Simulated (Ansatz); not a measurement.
Ideal-gas functions of AlClH₄Si, SMILES `[SiH3][AlH][Cl]` at 500 K and 1 bar, from an Ansatz frequency run at PBE0-D4/def2-TZVP.

Molar mass 94.55 g/mol, point group Cs (symmetry number 1), electronic degeneracy 1, moments of inertia 39.026, 258.221, 291.404 u Å². Harmonic wavenumbers (cm⁻¹, unscaled): 22, 108, 329, 372, 455, 496, 530, 646, 857, 933, 937, 1943, 2204, 2214, 2217.

Use S(trans) = R[1.5 ln M + 2.5 ln T − 1.1517]; rotational temperatures θ = 24.2544 K / I; S(rot) = R[ln(√π/σ · √(T³/θAθBθC)) + 1.5]; for each mode x = 1.438777 ν̃/T, S = R[x/(eˣ − 1) − ln(1 − e⁻ˣ)] and H = RT x/(eˣ − 1); 1 cm⁻¹ = 0.0119627 kJ/mol; R = 8.31446 J/(mol·K).

**Question.** By hand: the entropy, in J/(mol·K).

**Answer.** Translation 176.3. Rotation: θ = 0.6215, 0.0939, 0.0832 K, giving 116.9. Vibration, mode by mode: 31.26, 18.06, 9.07, 8.13, 6.64, 6.03, 5.57, 4.26, 2.64, 2.22, 2.20, 0.21, 0.11, 0.11, 0.10, in all 96.6. Electronic 0.0. Sum 389.8 J/(mol·K).

**Question.** By hand: H − E and G − E in kJ/mol, counted from the electronic energy.

**Answer.** Zero-point energy ½ × 14263 × 0.0119627 = 85.3; thermal vibration 22.3; translation, rotation and pV give 4 RT = 16.6. H − E = 124.2 kJ/mol, and G − E = 124.2 − 500 × 389.8/1000 = -70.7 kJ/mol.

Vibration gives 25 % of the entropy, 49.3 J/(mol·K) of it from the modes under 150 cm⁻¹: soft modes count most, and the harmonic formula is weakest for them.
